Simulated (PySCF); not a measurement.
## O: electron affinity

O⁻ [He] 2s2 2p5 (2P) → O [He] 2s2 2p4 (3P), as a difference of total energies. Computed with PySCF 2.14 in def2-TZVPPD, with no relativity, point nucleus. Correlated levels: valence: 1s2 frozen. The calculations carry no spin-orbit coupling.

Q: Order these methods by the electron affinity they give, lowest first.
A. CCSD(T) (valence)
B. CCSD (valence)
C. MP2 (valence)
D. SCS-MP2 (valence)

A: B (1.133 eV), A (1.277 eV), D (1.320 eV), C (1.360 eV).

Errors of the correlated levels include the incompleteness of this basis and the frozen core.

A negative affinity means that the anion lies above the atom at that level of theory.

For comparison: 1.461 eV (measured; photodetachment measurements, as compiled on the Wikipedia data page of electron affinities).
